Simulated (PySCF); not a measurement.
Compound: C₅H₁₁N.
Cartesian coordinates in Å at the GFN2-xTB level; atoms count from 1:
```xyz
17
C5H11N angstrom
N      2.0974   -0.1429   -0.3582
C      0.9152   -0.1118    0.4853
C     -0.0241   -1.2783    0.1194
C     -1.2171   -0.6351   -0.5851
C     -1.3856    0.6827    0.1651
C      0.0511    1.1697    0.3451
H      1.8315   -0.0377   -1.3325
H      2.7226    0.6206   -0.1230
H      1.2725   -0.2194    1.5142
H     -0.3586   -1.7850    1.0246
H      0.4963   -2.0030   -0.5040
H     -0.9778   -0.4382   -1.6321
H     -2.1095   -1.2585   -0.5488
H     -2.0040    1.4003   -0.3733
H     -1.8421    0.4960    1.1384
H      0.1581    1.8348    1.2014
H      0.3672    1.7178   -0.5464
```

Level of theory: PySCF, TDDFT CAM-B3LYP/def2-SVPD, vertical, gas phase, core orbitals frozen in the response.

Transition dipole moments from the ground state, in atomic units and in the frame of the coordinates above (overall signs are arbitrary), for the states with f of 0.002 or more among the lowest 7:

```tsv
state	E (eV)	μx	μy	μz
S1	6.248	-0.090	0.395	-0.020
S2	7.085	0.010	-0.014	-0.128
S3	7.309	0.143	-0.057	0.047
S4	7.756	-0.108	-0.033	-0.067
S5	8.342	0.086	0.303	0.062
S6	8.504	-0.190	0.133	-0.035
S7	8.565	-0.033	0.151	-0.162
```

Problem. Work out the oscillator strengths.

Solution. f = (2/3) ΔE |μ|² with ΔE in hartree (27.2114 eV).

```tsv
state	|μ|² (au)	|μ| (D)	f
S1	0.164	1.03	0.025
S2	0.017	0.33	0.003
S3	0.026	0.41	0.005
S4	0.017	0.33	0.003
S5	0.103	0.82	0.021
S6	0.055	0.60	0.011
S7	0.050	0.57	0.011
```

Problem. Which bond between heavy atoms lies closest to the direction of the S1 transition dipole?

Solution. C2–C6, at 21° from it; next C4–C5 at 33°.

Problem. What angle do the transition dipoles of S1 and S6 make?

Solution. |cos θ| = |μa·μb| / (|μa| |μb|) = 0.74, so θ ≈ 42° (taken between 0 and 90°, since the signs are arbitrary).

Problem. How is the summed strength of these states shared among x, y and z?

Solution. (2/3) Σ ΔE μα² gives 0.016 for x, 0.052 for y and 0.011 for z, 0.079 in all.

Problem. What peak molar absorption coefficient would the strongest computed level give as a lone Gaussian band 0.5 eV wide at half height?

Solution. ε(max) = 2.175×10⁸ f / FWHM, with the width in cm⁻¹. S1: 2.175×10⁸ × 0.0251 / 4033 ≈ 1400 L mol⁻¹ cm⁻¹.

One conformer stands for the species.

Without π bonds the low states may be Rydberg-like; a valence basis with one diffuse set may place them up to an eV too high.
